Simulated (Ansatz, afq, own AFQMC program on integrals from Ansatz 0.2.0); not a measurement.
Where AFQMC and coupled cluster stand for AlH$_{4}$, doublet

```xyz
5

Al   -0.0599    0.0001   -0.1328
H     0.4487    0.0018    1.9858
H    -0.3171   -0.0089    1.9564
H     0.7333    1.3833   -0.1888
H     0.7376   -1.3801   -0.1993
```

Basis cc-pVTZ. Noble-gas cores (and the filled d shells of Ga–Kr and In–Xe) are frozen. Ansatz 0.2.0 and our own AFQMC program on the same integrals; the CISD trial comes from CCSD amplitudes, and released means the phaseless constraint is let go. Uncertainties: one standard error, sampling alone.

Determinant: UHF, the one that the program's search chose, which needn't be the lowest solution. The geometry is a PBE0/def2-TZVP stationary point of this or a neighbouring charge and spin state.

No full CI on the walks' own integrals is used here; CCSDT(Q) serves as the reference and is uncertain by about the last step of the cluster series.

- T1 diagnostic: 0.0143
- weight of the determinant in the CISD state: 0.923
- ⟨S²⟩ of the determinant: 0.753
- size of the correlated space: 7 electrons in 85 orbitals

```
  level  correlation energy (eV)
    MP2                  -2.8503
   CCSD                  -3.5690
CCSD(T)                  -3.6267
```

Task: Estimate where AFQMC with the constraint released lies against CCSD(T) on the same integrals.

Result: 20.1 ± 2.4 meV below CCSD(T).

Reference: CCSDT(Q), correlation energy -3.645 eV. The released energy is read at 2.40 1/Eh (meV from the phaseless value at times in 1/Eh: -1.3 ± 2.1 at 0.24, -2.7 ± 2.0 at 0.51, -2.2 ± 2.1 at 0.99, -2.1 ± 1.9 at 1.62, -5.2 ± 2.4 at 2.40).

```tsv
level	E − E(reference) (meV)	share of correlation (%)
CCSD(T)	17.9	99.51
CCSDT	1.2	99.97
ph-AFQMC/HF	-11.6 ± 19.5	100.32
ph-AFQMC/CISD	3.0 ± 2.5	99.92
released AFQMC	-2.2 ± 2.4	100.06
```

Released energies are given only where the last usable release times agree within the noise; a slower fall can still hide under it.
